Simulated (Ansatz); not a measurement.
Working through an active-space calculation of BH5S, SMILES [BH3-][SH2+]

Program: Ansatz 0.2.0 through its Python package.

Notebook, run cell by cell (the value of a cell's last expression is shown):

```python
import warnings

import ansatz
```

```python
warnings.simplefilter("ignore", ansatz.DeckWarning)
```

```python
geometry_ang = [
    ("B", [-0.4522, -0.4235, -0.4629]),
    ("S", [0.5848, 0.8509, 0.3809]),
    ("H", [-1.6599, 0.0094, -0.4712]),
    ("H", [-0.3575, -1.416, 0.0832]),
    ("H", [-0.1403, -0.5153, -1.6208]),
    ("H", [0.1756, 1.0169, 1.6788]),
    ("H", [1.9107, 0.4097, 0.3661]),
]
system = ansatz.Crystal.molecule()
for symbol, xyz in geometry_ang:
    system = system.atom(symbol, xyz)
```

```python
calculation = (
    system.calculation()
    .basis(gaussian="def2-SVP")
    .correlation(active_electrons=4, active_orbitals=5)
)
for method in [None, "sc_nevpt2"]:
    summary = (calculation if method is None else calculation.correlation(method)).run(threads=1, pin="off").report
    space = summary["configurations"]
    state = space["states"][0]
    print(method or "casscf", f"total {summary['free_energy_ev'] / 27.211386246:.6f} Ha, active-space state {state['energy']['hartree']:.6f} Ha, mean field {summary['reference_energy_ev'] / 27.211386246:.6f} Ha")
    print("  determinants", state["n_determinants"], " natural occupations", [round(n, 3) for n in space["natural_occupations"]])
```

    casscf total -424.951806 Ha, active-space state -424.951806 Ha, mean field -424.914332 Ha
      determinants 100  natural occupations [1.977, 1.97, 0.026, 0.018, 0.008]
    sc_nevpt2 total -425.173780 Ha, active-space state -424.951795 Ha, mean field -424.914332 Ha
      determinants 100  natural occupations [1.977, 1.97, 0.026, 0.018, 0.008]

Caveats:
- Total energies depend on the basis set; only differences at equal settings carry meaning.
- The geometry is a force-field or estimated start, not a minimum of this method, and the basis set is short of its limit. The active space starts as a window about the frontier orbitals and is then optimised, not chosen by chemistry.
- Run time: 7.1 s on 1 thread of Arm Neoverse V1, on a shared host, peak memory 0.16 GiB.
